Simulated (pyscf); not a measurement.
A first-order saddle from PySCF, ωB97X-D3(BJ)/def2-SVP:

```
Ge
H 1 1.5320
H 1 1.5354 2 110.55
H 1 1.5354 2 110.55 3 -121.77
S 1 2.2208 2 105.11 4 -119.12
H 5 1.4071 1 93.94 2 -179.87
H 6 1.2616 5 173.39 1 0.11
```
Charge 0, spin multiplicity 2.

Surface: doublet, charge 0. Lowest wavenumbers (cm⁻¹): 910i, 85, 191, 400, 424.

Q: What reaction is this the transition state of?

A: `[SH][GeH3]` + `[H]` [doublet] <-> `[S][GeH3]` [doublet] + `[H][H]`, a hydrogen abstraction read from left to right: H–S broken and H–H formed. At ωB97M-D3(BJ)/def2-TZVP it lies +0.15 eV from the left side and +0.78 eV from the right (each side as separated species at their lowest minima found). •S–GeH₃ lies 0.36 eV over its isomer HS–GeH₂• (electronic energy, ωB97M-D3(BJ)/def2-TZVP). This is the saddle that the search found; another between the same sides may lie lower. The angle at the transferred H is 173°. Elements up to Kr have no core potential and no relativistic terms here.
